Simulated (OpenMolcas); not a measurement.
# A workflow on [PH2]− (phosphanide)

Wanted: a series of 9 runs (HF/3-21G, CASSCF(8,6)/3-21G, CASPT2(8,6)/3-21G, CASPT2[IPEA 0](8,6)/3-21G, SC-NEVPT2(8,6)/3-21G, PC-NEVPT2(8,6)/3-21G, MC-PDFT[tPBE](8,6)/3-21G, MRCI(8,6)/3-21G, and more) of [PH2]− (phosphanide). 

The results are computed with OpenMolcas 26.06.

1 further run of the same task is left out (set aside as unsound or not needed).

### Step 1. The molecule

[PH2]− has 3 atoms, charge -1, and is taken as a singlet. SMILES: `[PH2-]`. The P1–H2 distance was set to 1.681 Å, away from the relaxed value.

Bond lengths: P1–H3 1.345 Å. A long bond or contact: P1–H2 1.681 Å.

### Step 2. A single-point energy at HF/3-21G (run 1)

File geom.xyz:

```xyz
3

P      0.597238    -0.614483     0.265027
H      0.105590     0.990220     0.165130
H     -0.506182    -1.017553    -0.390203
```

File step1.inp:

```
&GATEWAY
 BasLib
 $CurrDir
 Coord
 geom.xyz
 Basis
 3-21G
 Group
 NoSym

&SEWARD

&SCF
 Charge
 -1
 PrOrbitals
 1 1
```

The basis set 3-21G is read from a file made from the Basis Set Exchange's data (not shown).

The run is started by

```console
$ export MOLCAS_MEM=1860
$ pymolcas step1.inp > step1.log
```

Output:

```text
--- Start Module: gateway ---
[...]
--- Stop Module: gateway /rc=_RC_ALL_IS_WELL_ ---
--- Start Module: seward ---
[...]
      Basis functions           17
--- Stop Module: seward /rc=_RC_ALL_IS_WELL_ ---
--- Start Module: scf ---
[...]
       Convergence after  11 Iterations
[...]
::    Total SCF energy                               -340.0956334895
[...]
      Total spin, S                                     0.0000000000
[...]
      Total electronic charge=   18.000000
      Total            charge=   -1.000000
[...]
      Dipole Moment (debye):
      Origin of the operator (angstrom)=    0.5485   -0.5778    0.2420
                   X= -4.5117E-01               Y= -6.4549E-01               Z= -3.1965E-01           Total=  8.4993E-01
      Center of Charge (angstrom)
[...]
--- Stop Module: scf /rc=_RC_ALL_IS_WELL_ ---
[...]
```

Wall time 1.6 s (1 thread of Arm Neoverse V1, shared host); peak memory 0.37 GiB.

### Step 3. A single-point energy at CASSCF(8,6)/3-21G (run 2)

geom.xyz is that of step 2.

File step2.input:

```
&GATEWAY
BasLib=$CurrDir
Coord=geom.xyz
Basis=3-21G
Group=NoSym
&SEWARD
&RASSCF
FileOrb=$CurrDir/step1.ScfOrb
Spin=1
Nactel=8 0 0
Inactive=5
Ras2=6
OrbListing=Nothing
```

The basis set 3-21G is read from a file made from the Basis Set Exchange's data (not shown).

The run is started by

```console
$ export MOLCAS_MEM=1860
$ pymolcas step2.input > step2.log
```

Output:

```text
--- Start Module: gateway ---
[...]
--- Stop Module: gateway /rc=_RC_ALL_IS_WELL_ ---
--- Start Module: seward ---
[...]
      Basis functions           17
--- Stop Module: seward /rc=_RC_ALL_IS_WELL_ ---
--- Start Module: rasscf ---
[...]
      Number of active orbitals                  6
[...]
      Spin quantum number                      0.0
[...]
      Active orbitals                            6
[...]
      Number of CSFs                           105
[...]
      Number of root(s) required                 1
[...]
      Convergence after 11 iterations
[...]
      printout of CI-coefficients larger than  0.05 for root  1
      energy=    -340.135120
      conf/sym  111111     Coeff  Weight
             1  222200  -0.98043 0.96124
            34  220202   0.09888 0.00978
            49  202220   0.15563 0.02422
      Natural orbitals and occupation numbers for root  1
      sym 1:   1.996408   1.949067   1.977545   1.998822   0.054007   0.024152
      ************************************************************************************************************************
      *                                                    Final results                                                     *
[...]
::    RASSCF root number  1 Total energy:   -340.13511974
[...]
      Total electronic charge=   18.000000
      Total            charge=   -1.000000
[...]
      Dipole Moment (debye):
      Origin of the operator (angstrom)=    0.5485   -0.5778    0.2420
                   X= -5.7870E-01               Y= -4.4637E-01               Z= -3.6894E-01           Total=  8.1869E-01
      Center of Charge (angstrom)
[...]
--- Stop Module: rasscf /rc=_RC_ALL_IS_WELL_ ---
[...]
```

It took 1.8 s on 1 thread of Arm Neoverse V1, shared host; peak memory 0.37 GiB.

Runs 3 to 7 aren't shown in full; the table further down has their settings and results.

### Step 4. The energy at MRCI(8,6)/3-21G (run 8)

geom.xyz is that of step 3.

File step8.inp:

```
&GATEWAY
 BasLib=$CurrDir
 Coord=geom.xyz
 Basis=3-21G
 Group=NoSym

&SEWARD

&RASSCF
 FileOrb=$CurrDir/step2.RasOrb
 Spin=1
 Nactel=8 0 0
 Inactive=5
 Ras2=6
 OrbListing=Nothing

&MOTRA
 LumOrb
 Frozen=5

&GUGA
 Electrons=8
 Spin=1
 Inactive=0
 Active=6
 CIAll=1

&MRCI
 SDCI
```

The basis set 3-21G is read from a file made from the Basis Set Exchange's data (not shown).

The run is started by

```console
$ export MOLCAS_MEM=1860
$ pymolcas step8.inp > step8.log
```

Output:

```text
--- Start Module: gateway ---
[...]
--- Stop Module: gateway /rc=_RC_ALL_IS_WELL_ ---
[...]
      Basis functions           17
[...]
      Number of active orbitals                  6
[...]
      Spin quantum number                      0.0
[...]
      Active orbitals                            6
[...]
      Number of CSFs                           105
[...]
      Number of root(s) required                 1
[...]
      Convergence after  4 iterations
[...]
      printout of CI-coefficients larger than  0.05 for root  1
      energy=    -340.135120
      conf/sym  111111     Coeff  Weight
             1  222200  -0.98043 0.96124
            34  220202   0.09888 0.00978
            49  202220   0.15563 0.02422
      Natural orbitals and occupation numbers for root  1
      sym 1:   1.996408   1.949067   1.977545   1.998822   0.054007   0.024152
      ************************************************************************************************************************
      *                                                    Final results                                                     *
[...]
::    RASSCF root number  1 Total energy:   -340.13511974
[...]
      Dipole Moment (debye):
      Origin of the operator (angstrom)=    0.5485   -0.5778    0.2420
                   X= -5.7869E-01               Y= -4.4638E-01               Z= -3.6893E-01           Total=  8.1868E-01
      Center of Charge (angstrom)
[...]
      *** WARNING: Default frozen orbitals is overwritten by user input.
      *** Default values:   5
[...]
--- Start Module: guga ---
[...]
--- Stop Module: guga /rc=_RC_ALL_IS_WELL_ ---
--- Start Module: mrci ---
[...]
       (But an ACPF correction will be computed)
       USE THE DEFAULT ACPF G-VALUE GFAC=  0.25000000000000000
[...]
                      CI ENERGY:  -340.17195221
[...]
                ACPF CORRECTION:    -0.00057864
[...]
      Total electronic charge=   18.000000
      Total            charge=   -1.000000
[...]
     ACPF CORRECTION:     -0.00057864
[...]
  CI State   1     Total energy:   -340.17195221     QDav:     -0.00077558     QACPF:     -0.00057864
[...]
--- Stop Module: mrci /rc=_RC_ALL_IS_WELL_ ---
[...]
```

Run time: 1.9 s. Hardware: 1 thread of Arm Neoverse V1, shared host; peak memory 0.37 GiB.

### Step 5. A single-point energy at MRACPF(8,6)/3-21G (run 9)

geom.xyz is that of step 4.

File step9.input:

```
* H2P MR-ACPF

&GATEWAY
  BasLib = $CurrDir
  Coord = geom.xyz
  Basis = 3-21G
  Group = NoSym

&SEWARD

&RASSCF
  FileOrb = $CurrDir/step2.RasOrb
  Spin = 1
  Nactel = 8 0 0
  Inactive = 5
  Ras2 = 6
  OrbListing = Nothing

&MOTRA
  LumOrb
  Frozen = 5

&GUGA
  Electrons = 8
  Spin = 1
  Inactive = 0
  Active = 6
  CIAll = 1

&MRCI
  ACPF
```

The basis set 3-21G is read from a file made from the Basis Set Exchange's data (not shown).

The run is started by

```console
$ export MOLCAS_MEM=1860
$ pymolcas step9.input > step9.log
```

Output:

```text
--- Start Module: gateway ---
[...]
--- Stop Module: gateway /rc=_RC_ALL_IS_WELL_ ---
[...]
      Basis functions           17
[...]
      Number of active orbitals                  6
[...]
      Spin quantum number                      0.0
[...]
      Active orbitals                            6
[...]
      Number of CSFs                           105
[...]
      Number of root(s) required                 1
[...]
      Convergence after  4 iterations
[...]
      printout of CI-coefficients larger than  0.05 for root  1
      energy=    -340.135120
      conf/sym  111111     Coeff  Weight
             1  222200  -0.98043 0.96124
            34  220202   0.09888 0.00978
            49  202220   0.15563 0.02422
      Natural orbitals and occupation numbers for root  1
      sym 1:   1.996408   1.949067   1.977545   1.998822   0.054007   0.024152
      ************************************************************************************************************************
      *                                                    Final results                                                     *
[...]
::    RASSCF root number  1 Total energy:   -340.13511974
[...]
      Dipole Moment (debye):
      Origin of the operator (angstrom)=    0.5485   -0.5778    0.2420
                   X= -5.7869E-01               Y= -4.4638E-01               Z= -3.6893E-01           Total=  8.1868E-01
      Center of Charge (angstrom)
[...]
      *** WARNING: Default frozen orbitals is overwritten by user input.
      *** Default values:   5
[...]
--- Start Module: guga ---
[...]
--- Stop Module: guga /rc=_RC_ALL_IS_WELL_ ---
--- Start Module: mrci ---
[...]
       USE THE DEFAULT ACPF G-VALUE GFAC=  0.25000000000000000
[...]
    MR ACPF CALCULATION.
[...]
            REFERENCE CI ENERGY:  -340.13511974
[...]
        ACPF CORRELATION ENERGY:    -0.03742095
                    ACPF ENERGY:  -340.17254069
[...]
      Total electronic charge=   18.000000
      Total            charge=   -1.000000
[...]
  ACPF State   1     Total energy:   -340.17254069
[...]
--- Stop Module: mrci /rc=_RC_ALL_IS_WELL_ ---
[...]
```

It took 2 s on 1 thread of Arm Neoverse V1, shared host; peak memory 0.37 GiB.

### Step 6. Overview of the runs

```tsv
run	level	active rule	inactive	energy (Eh)	wall time
1	HF/3-21G	–	–	-340.095633	1.6 s
2	CASSCF(8,6)/3-21G	full valence	5	-340.135120	1.8 s
3	CASPT2(8,6)/3-21G	full valence	5	-340.165400	1.7 s
4	CASPT2[IPEA 0](8,6)/3-21G	full valence	5	-340.165637	1.7 s
5	SC-NEVPT2(8,6)/3-21G	full valence	5	-340.162600	1.8 s
6	PC-NEVPT2(8,6)/3-21G	full valence	5	-340.163046	1.8 s
7	MC-PDFT[tPBE](8,6)/3-21G	full valence	5	-340.578682	1.9 s
8	MRCI(8,6)/3-21G	full valence	5	-340.171952	1.9 s
9	MRACPF(8,6)/3-21G	full valence	5	-340.172541	2 s
```

### Step 7. Results

```
                              quantity          value
run 9, MRACPF(8,6)/3-21G: total energy  -340.17254 Eh
```

In words: Below the HF energy at the same shape and in the same basis (3-21G): CASSCF(8,6) -39.5 mEh; CASPT2(8,6) -69.8 mEh; CASPT2[IPEA 0](8,6) -70.0 mEh; SC-NEVPT2(8,6) -67.0 mEh; PC-NEVPT2(8,6) -67.4 mEh; MRCI(8,6) -76.3 mEh. Active-space methods hold only the correlation inside their space unless a perturbation or CI step follows. All runs together took 16 s, the longest 2 s.
